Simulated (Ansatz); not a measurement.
A made-up structure of SiHSO (charge -1), singlet:

| atom | x (Å) | y (Å) | z (Å) |
| --- | --- | --- | --- |
| O1 | 0.8449 | 0.2633 | 0.8748 |
| Si2 | 0.0026 | 0.5250 | -0.4191 |
| S3 | 0.0388 | -1.4545 | 0.8597 |
| H4 | -0.8863 | 0.6662 | -1.3154 |

It is relaxed with PBE-D4/def2-SVPD and then PBE0-D4/def2-TZVPD (Ansatz 0.2.0). Atoms count as bonded within 1.22 times the sum of their covalent radii (H–H: 0.88 Å). The end point is not checked to be a true minimum.

Question: Does its bonding change? (A judgement: the text doesn't fix the answer.)

Answer: Computed: No: no bond forms or breaks.

Where it ends: The first stage lowers the energy by 3.49 eV in 12 steps. It ends as SiHSO ([O]1[SiH][S]1), total charge -1:
```xyz
4
angstrom
O 0.5178 0.3429 0.9811
Si 0.4578 0.2506 -0.7510
S 0.0403 -1.3080 0.7515
H -1.0159 0.7144 -0.9817
```

Labels in which every atom is bracketed show which atoms are joined, not bond orders.

For scale, one of the runs: PBE0-D4/def2-TZVPD relaxation, 138 basis functions, launched by `ansatz run in.yaml --threads 2 --pin off --events-out ev --progress --plain --max-ram 4352MiB`. The run took about 11 s on 2 CPU threads of an Arm Neoverse V2 (shared host).
